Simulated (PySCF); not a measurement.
Compound: cis-3-hexene, C6H12.
Numbering: `[CH3:1][CH2:2]/[CH:3]=[CH:4]\[CH2:5][CH3:6]` (hydrogens: H7, H8, H9 on C1; H10, H11 on C2; H12 on C3; H13 on C4; H14, H15 on C5; H16, H17, H18 on C6)

Level of theory: core-valence-separated Tamm–Dancoff BHandHLYP/aug-pcX-1 (pcseg-1 on H) in PySCF, non-relativistic, gas phase, PBE0-D3(BJ)/def2-SVP geometry.

Computed carbon K-edge spectrum, Gaussian lines of 0.3 eV full width, highest printed point 100; it ends one width below the last computed root. BHandHLYP without relativity tends to put these K edges a few eV too low, so spacings mean more than positions.

```tsv
photon energy (eV)	absorption
282.5	2
282.6	13
282.7	44
282.8	80
282.9	80
283.0	43
283.1	12
283.2	2
283.3	0
283.4	0
283.5	0
283.6	0
283.7	0
283.8	0
283.9	0
284.0	0
284.1	0
284.2	0
284.3	0
284.4	0
284.5	0
284.6	0
284.7	0
284.8	0
284.9	0
285.0	1
285.1	3
285.2	8
285.3	14
285.4	21
285.5	32
285.6	39
285.7	32
285.8	28
285.9	50
286.0	88
286.1	100
286.2	71
286.3	33
286.4	16
286.5	14
286.6	16
```

Assign the maxima to core holes.

3 maxima:
- 282.8 eV: C3/C4 (alkene CH carbon), 282.85 eV, f = 0.124, sum of 2, 100 % of the height at the exact maximum
- 285.6 eV: C3/C4 (alkene CH carbon), 285.64 eV, f = 0.035, sum of 2, 60 % of the height at the exact maximum; C2/C5 (allylic carbon), 285.53 eV, f = 0.024, sum of 2, 38 % of the height at the exact maximum
- 286.1 eV: C1/C6 (methyl carbon), 286.10 eV, f = 0.063, sum of 2, 42 % of the height at the exact maximum; C1/C6 (methyl carbon), 286.00 eV, f = 0.050, sum of 2, 29 % of the height at the exact maximum; C2/C5 (allylic carbon), 286.07 eV, f = 0.024, sum of 2, 17 % of the height at the exact maximum; C2/C5 (allylic carbon), 286.18 eV, f = 0.024, sum of 2, 12 % of the height at the exact maximum

Further lines of some strength in the range: C1/C6, 285.29 eV, f = 0.014, sum of 2; C1/C6, 286.47 eV, f = 0.012, sum of 2.

Roots within 0.03 eV on the same or equivalent atoms count as one line; shares under 12 % aren't listed.

Vibrational structure and lifetime widths aren't in the curve. The ionisation threshold wasn't computed; near and above it a finite basis only mimics Rydberg series and continuum.

Conformer computed: `[CH3:1][CH2:2]/[CH:3]=[CH:4]\[CH2:5][CH3:6]`: C1–C2–C3–C4 113°, C3–C4–C5–C6 113°.

One conformer stands for the species.
